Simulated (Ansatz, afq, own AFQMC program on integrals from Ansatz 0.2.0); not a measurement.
C2H6AlFN, doublet in def2-SVP, levels against AFQMC with the constraint released

```xyz
11

C    -1.0297   -1.0247    0.0820
N     0.0947   -0.2454   -0.3820
C     1.3691   -0.7137    0.0975
Al   -0.1252    1.1656   -1.4535
F    -1.7069    1.5180   -1.8780
H    -0.9568   -2.0832   -0.2374
H    -1.9706   -0.6176   -0.3184
H    -1.1042   -1.0221    1.1875
H     2.1902   -0.0852   -0.2846
H     1.5755   -1.7549   -0.2209
H     1.4284   -0.6966    1.2039
```

Basis def2-SVP. Only valence electrons are correlated. Integrals, coupled cluster, full CI and functionals: Ansatz 0.2.0; the random walks run on the same integrals in our own AFQMC program. ph-AFQMC/CISD is guided by a CISD state made of CCSD amplitudes; releasing the constraint for a short imaginary time cuts its bias at the price of noise, slowly where states lie close. Error bars are statistical, one sigma.

Determinant: UHF, the one that the program's search chose, which needn't be the lowest solution. The geometry is a PBE0/def2-SVP stationary point of this or a neighbouring charge and spin state.

No full CI on the walks' own integrals is used here. The released AFQMC energy serves as the reference, which it does only where one determinant dominates, the energy is flat over the last release times and near the phaseless one (40 meV or 2 meV an electron, half that with transition metals). On small molecules, where full CI could be run and the noise was under 10 meV, such values lay within 10 meV of it in 19 cases of 20, a flattering rate, since the rule was set on those same cases; what remains of the bias isn't in the error bar.

Cautions: the released value is read at 0.63 1/Eh with a noise of 23 meV, more than in the cases checked, later times being too noisy (meV from the phaseless value at times in 1/Eh: 7 ± 20 at 0.21, -34 ± 25 at 0.42, -33 ± 23 at 0.63, 17 ± 35 at 0.90).

- T1 diagnostic: 0.0145
- weight of the determinant in the CISD state: 0.797
- ⟨S²⟩ of the determinant: 0.753
- size of the correlated space: 29 electrons in 95 orbitals

```tsv
level	correlation energy (eV)
MP2	-18.7210
CCSD	-19.8643
CCSD(T)	-20.3712
```

Estimate where AFQMC with the constraint released lies against CCSD(T) on the same integrals.

3.71 ± 0.85 mEh below CCSD(T).

Reference: AFQMC with the constraint released, correlation energy -20.472 ± 0.023 eV.

```tsv
level	E − E(reference) (mEh)	share of correlation (%)
CCSD(T)	3.71 ± 0.85	99.51
ph-AFQMC/CISD	1.21 ± 1.05	99.84
```

Released energies are given only where the last usable release times agree within the noise; a slower fall can still hide under it.
